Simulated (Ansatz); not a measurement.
## Ansatz (development build ahead of 0.2.0) run

```yaml
crystal:
  periodic: [false, false, false]
  atoms:
    - { symbol: H, position_ang: [0.0, 0.0, 0.0] }
    - { symbol: S, position_ang: [0.0, 2.0846, 1.5995] }
    - { symbol: S, position_ang: [0.0, -2.0846, 1.5995] }
basis:
  gaussian: { orbitals: pcseg-2 }
magnetization:
  initial_magnetization: 1
hamiltonian:
  xc: { name: wB97X }
```

The input is written out in the form of the current development build from the run's settings.

The run gave:

* Converged: yes
* Total energy: -796.65759 hartree
* Spin squared of the determinant: 0.750
* Stability test: minimum among restricted orbitals

Caution: charge can spread falsely over distant fragments; an unrestricted determinant lies well below.
